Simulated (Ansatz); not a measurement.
Geometry optimisation, RHF/def2-SVP (Ansatz 0.2.0).

Input file:

```yaml
crystal:
  periodic: [false, false, false]
  atoms:
    - { symbol: C, position_ang: [-0.83598, -0.15408, -0.96687] }
    - { symbol: Si, position_ang: [0.52729, -0.74558, -0.14985] }
    - { symbol: Si, position_ang: [1.30695, 0.01785, 1.30942] }
    - { symbol: H, position_ang: [-1.27657, -0.61446, -1.81647] }
    - { symbol: H, position_ang: [-1.27686, 0.76221, -0.57716] }
    - { symbol: H, position_ang: [1.55517, 0.73406, 2.20093] }
total_charge: -1
basis:
  gaussian: { orbitals: def2-SVP }
hamiltonian:
  xc: hf
relax:
  f_tol: 0.02
  max_steps: 40
scf:
  lower_state_search: "off"
```

Launched with:

```bash
$ ansatz run input.yaml --threads 1 --pin off --max-ram 2048MiB --backend cpu --events-out ev --progress --plain --runs-dir out
```

Q: Where does it end, and by what steps?

A: The run converged. Limits of this set-up: an anion without diffuse functions, the dipole of an ion depends on the origin. After 20 steps the energy has fallen by 5.500 eV; Si3 moved furthest, 0.99 Å. The start is strongly strained (largest force component 10 eV/Å).

| step | energy less start (eV) | largest force component (eV/Å) | accepted |
| --- | --- | --- | --- |
| 0 | 0.0000 | 9.549 | yes |
| 1 | -2.1090 | 4.558 | yes |
| 2 | -3.1017 | 1.663 | yes |
| 3 | -3.5481 | 1.453 | yes |
| 4 | -3.6952 | 0.690 | yes |
| 5 | -3.8496 | 0.855 | yes |
| 6 | -4.2757 | 1.228 | yes |
| 7 | -4.6982 | 1.071 | yes |
| 8 | -5.0005 | 0.869 | yes |
| 9 | -5.1904 | 0.645 | yes |
| 10 | -5.3274 | 0.516 | yes |
| 11 | -5.4348 | 0.541 | yes |
| 12 | -5.4795 | 0.629 | yes |
| 13 | -5.4497 | 0.214 | no |
| 14 | -5.4945 | 0.208 | yes |
| 15 | -5.4782 | 0.364 | no |
| 16 | -5.4992 | 0.106 | yes |
| 17 | -5.4986 | 0.032 | no |
| 18 | -5.4995 | 0.032 | yes |
| 19 | -5.4995 | 0.022 | no |
| 20 | -5.4996 | 0.013 | yes |

```xyz
6
Properties=species:S:1:pos:R:3
C -0.986 -0.149 -1.010
Si 0.332 0.150 0.053
Si 2.081 0.634 1.239
H -1.045 -1.036 -1.636
H -1.847 0.512 -1.077
H 1.465 -0.112 2.431
```

Time of the run: 18 s on 1 thread of Intel(R) Xeon(R) Platinum 8259CL CPU @ 2.50GHz (Skylake/Cascade Lake), on a shared host, peak memory 0.12 GiB.
